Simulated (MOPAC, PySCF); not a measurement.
CF4, SMILES `FC(F)(F)F`, neutral singlet in the gas phase. 

Z-matrix (Å, degrees):
```
C
F 1 1.3259
F 1 1.3259 2 109.47
F 1 1.3259 2 109.47 3 -120.00
F 1 1.3259 2 109.47 4 -120.00
```
Charge 0, spin multiplicity 1.

All levels are single points at this geometry (B3LYP-D3(BJ)/def2-TZVP); Pople sets use spherical d functions. Orbital energies aren't observables, and empty levels follow the basis.

B3LYP-D3(BJ)/def2-TZVP in PySCF gives dipole (D) = 0.00.

Question: Estimate the dipole (D) from each of these levels: PBE-D3(BJ)/def2-TZVP in PySCF; B3LYP/6-31G* in PySCF; PBE/6-31G* in PySCF; PM3 in MOPAC; PM6 in MOPAC.

Answer: 
| level | dipole (D) |
|---|---|
| PBE-D3(BJ)/def2-TZVP in PySCF | 0.00 |
| B3LYP/6-31G* in PySCF | 0.00 |
| PBE/6-31G* in PySCF | 0.00 |
| PM3 in MOPAC | 0.00 |
| PM6 in MOPAC | 0.00 |
